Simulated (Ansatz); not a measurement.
Worked example: the barrier

An elementary step of SiNH$_{6}$Cl, singlet (SiNH₄Cl ([NH2][SiH2][Cl]) + H₂ → SiNH₅ ([NH2][SiH3]) + HCl; bonds formed: Si1–H7, Cl2–H6; bonds broken: Si1–Cl2, H6–H7). “Start” is the structure reached by relaxing down from the saddle towards the reactants; PBE0-D4/def2-TZVP structures. The saddle:

```
9
angstrom
Si -0.3751 -0.2006 -0.1210
Cl 0.2419 -2.1507 -1.6021
H -0.9620 0.3253 -1.3583
H -0.8109 -1.2604 0.7948
N -0.3236 1.1783 0.8882
H 1.1816 -0.9130 -0.7505
H 1.3609 -0.2157 -0.2472
H -0.1062 1.1257 1.8703
H -0.2064 2.1111 0.5260
```

Ansatz 0.2.0; basis: def2-TZVPP and def2-QZVPP; cores frozen in the correlated methods.

Energies in eV:

| quantity | saddle | start |
| --- | --- | --- |
| Hartree–Fock, triple zeta (X = 3) | -21942.65824 | -21945.45759 |
| Hartree–Fock, quadruple zeta (X = 4) | -21943.36174 | -21946.15385 |
| MP2 correlation, X = 3 | -15.77866 | -15.32791 |
| MP2 correlation, X = 4 | -17.08258 | -16.60469 |
| CCSD(T) correlation, X = 3 | -17.62923 | -17.17950 |

Question: Work out the barrier at the basis limit: extrapolate Hartree–Fock as E(X) = E∞ + A exp(−7.88 √X) and the MP2 correlation as E(X) = E∞ + B X^−2.97 (the exponents that Neese and Valeev fitted for def2-TZVPP and QZVPP), then add CCSD(T) − MP2 in triple zeta.

Answer: Each step is linear, so take the differences first (saddle − start): Hartree–Fock 2.79935 (X = 3) and 2.79211 (X = 4); MP2 correlation -0.45075 and -0.47789; CCSD(T) correlation -0.44973.
Two points give E∞ = E(4) + w [E(4) − E(3)], with w = 1/(exp(7.88 (2 − √3)) − 1) = 0.1377 for Hartree–Fock and w = 1/((4/3)^2.97 − 1) = 0.7407 for the correlation.
Hartree–Fock: 2.79211 + 0.1377 × (-0.00724) = 2.7911 eV.
MP2 correlation: -0.47789 + 0.7407 × (-0.02714) = -0.4980 eV.
CCSD(T) − MP2: -0.44973 − (-0.45075) = 0.0010 eV.
Sum: 2.7911 + (-0.4980) + 0.0010 = 2.2941 eV, or 52.90 kcal/mol. Plain CCSD(T) in triple zeta gives 2.3496 eV, so the larger basis shifts the result by -0.0555 eV.

The T1 diagnostic stays at or below 0.012.

Labels in which every atom is bracketed show which atoms are joined, not bond orders.

For scale, one of the runs: CCSD(T)/def2-TZVPP, 199 basis functions, launched by `ansatz run in.yaml --threads 2 --pin off --events-out ev --progress --plain --max-ram 4352MiB`. Hardware: 2 CPU threads of an Arm Neoverse V1, shared host. Wall time 53 s; peak host memory 2.2 GiB.
